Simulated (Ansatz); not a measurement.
Two isomers of C4H8O: A = `CC1(C)CO1`, B = `C1CCOC1`.

Gas-phase electronic energies from Ansatz, PBE0-D4/def2-TZVP geometries. CCSD(T)/CBS is the MP2 limit (def2-TZVPP, def2-QZVPP) plus CCSD(T) − MP2 in def2-TZVPP, frozen cores. Functionals use def2-TZVPP. B3LYP here is the variant with VWN-RPA as its local correlation; programs differ in this.

A:

Z-matrix (Å, degrees):
```
C
C 1 1.502
H 1 1.093 2 110.7
H 1 1.091 2 110.7 3 120.7
H 1 1.093 2 110.3 3 -119.4
C 2 1.501 1 116.0 3 61.1
C 2 1.461 1 119.7 3 -94.8
O 2 1.427 1 114.7 3 -161.6
H 6 1.091 2 110.7 1 178.2
H 6 1.093 2 110.8 1 -61.1
H 6 1.093 2 110.3 1 58.3
H 7 1.088 2 119.6 1 153.9
H 7 1.088 2 119.6 1 1.1
```

B:

```xyz
13

C    -0.045    0.301   -1.024
C    -0.495   -0.920   -0.232
C     0.344   -0.784    1.028
O     0.521    0.608    1.241
C     0.131    1.330    0.082
H    -0.760    0.617   -1.785
H     0.911    0.102   -1.516
H    -0.328   -1.864   -0.752
H    -1.559   -0.845    0.008
H    -0.132   -1.218    1.912
H     1.325   -1.263    0.900
H     0.897    2.077   -0.144
H    -0.811    1.858    0.282
```

(1) Which is lower in electronic energy at CCSD(T)/CBS, and by how much? (An estimate is asked.)

(2) Give E(B) − E(A) in kJ/mol with B2PLYP, r2SCAN-D4, B3LYP, MP2/def2-TZVPP, B3LYP-D4, PBE-D4, CCSD(T)/def2-TZVPP. (Best estimate.)

Largest T1 diagnostic: 0.010.

Answers

(1) The calculation gave: B, by 53.6 kJ/mol.

(2) Ansatz gave: B2PLYP -50.8, r2SCAN-D4 -46.1, B3LYP -49.7, MP2/def2-TZVPP -50.0, B3LYP-D4 -51.4, PBE-D4 -45.2, CCSD(T)/def2-TZVPP -54.0. None reverses the order clearly.

From PBE to PBE0 (25 % exact exchange), in def2-TZVPP and without D4, E(B) − E(A) moves by −9.2 kJ/mol. In def2-TZVPP, CCSD(T) changes the Hartree–Fock value by +9.3 kJ/mol (the triples alone add +2.6 kJ/mol) and MP2 by +13.3 kJ/mol.
